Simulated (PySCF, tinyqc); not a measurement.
Harmonic frequencies on the RHF/sto-3g surface (energies and gradients from PySCF), for CH2, spin multiplicity 1, step by step. The lowest restricted solution is unstable here: a spin-polarised one lies 0.0253 hartree lower (PySCF). One step of it, computed by the program tinyqc.

Task: One row of the Hessian: 1Cy. Displace 1Cy by +/-0.002 bohr; H(k, :) = (g(+) - g(-)) / (2 delta).

optimised positions (bohr):
```
            x          y          z
1C   0.011884   0.024032  -0.364674
2H  -0.011435   1.632064   1.018418
3H   0.041125  -1.627750   0.965751
```

gradient at +delta (hartree/bohr):
```
              x            y            z
1C  -0.00001648   0.00102097   0.00000608
2H   0.00000733  -0.00050387  -0.00042791
3H   0.00000915  -0.00051710   0.00042183
```

gradient at -delta (hartree/bohr):
```
              x            y            z
1C   0.00001646  -0.00101860  -0.00000023
2H  -0.00000714   0.00049324   0.00042380
3H  -0.00000931   0.00052536  -0.00042357
```

Give: row of the Hessian.

Result:

row of the Hessian (hartree/bohr^2): 1Cx -0.00823, 1Cy 0.50989, 1Cz 0.00158, 2Hx 0.00362, 2Hy -0.24928, 2Hz -0.21293, 3Hx 0.00462, 3Hy -0.26062, 3Hz 0.21135
